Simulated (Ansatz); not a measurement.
Molecule: propene, C₃H₆ (charge 0, singlet). SMILES: C=CC
Geometry from a B3LYP-D3(BJ)/def2-TZVP (Ansatz, a first-principles code) optimisation:
```
C
C 1 1.3267
H 2 1.0824 1 121.67
H 2 1.0845 3 116.84 1 180.00
H 1 1.0871 2 118.81 3 0.00
C 1 1.4957 5 116.00 2 180.00
H 6 1.0909 1 111.47 5 -180.00
H 6 1.0939 7 108.29 1 -122.37
H 6 1.0939 7 108.29 8 -115.25
```

Wanted: enthalpy of formation at 298 K, in kcal/mol. Set-up: LANL2DZ all-electron up to Ne; six Cartesian d functions in 6-31G* and its kin unless marked 5d; 6-311+G** with 5d; open shells spin-unrestricted; valence correlation only; non-relativistic; no spin-orbit coupling. CBS(X,Y): correlation extrapolated as X^-3; Hartree-Fock from the larger set. [CCSD(T)-MP2]/basis is that difference in the basis named. Ab initio and DFT rows: single points at B3LYP-D3(BJ) geometries (Ansatz), with unscaled harmonic terms from B3LYP/6-31G* at its own minima, enthalpies of formation by atomisation with measured atoms.

Measured values: Active Thermochemical Tables 1.112 (ions: stationary electron), as tabulated in the package chemicals; they hold spin-orbit and core effects, anharmonicity. 

Value to compare with, the measured value: 4.9 kcal/mol.

```
level                                                          program  enthalpy of formation at 298 K (kcal/mol)  error
-------------------------------------------------------------  -------  -----------------------------------------  -----
HF/STO-3G                                                       Ansatz                                       72.8   67.9
HF/3-21G                                                        Ansatz                                      236.9  232.0
HF/LANL2DZ                                                      Ansatz                                      241.2  236.3
HF/6-31G*                                                       Ansatz                                      214.2  209.3
HF/6-311+G**                                                    Ansatz                                      215.6  210.7
RI-MP2/CBS(aug-cc-pVTZ,aug-cc-pVQZ)+[CCSD(T)-MP2]/aug-cc-pVTZ   Ansatz                                        6.5    1.6
```

Among the 5 habitual levels, HF/LANL2DZ lies farthest from the measured value (236.3 kcal/mol) and HF/STO-3G nearest (67.9); 5 of 5 lie above it, and their mean absolute error is 191.2 kcal/mol, the median 210.7. One case shows no general order.

The sets are all those run for this method; runs whose electronic state is in doubt are left out.
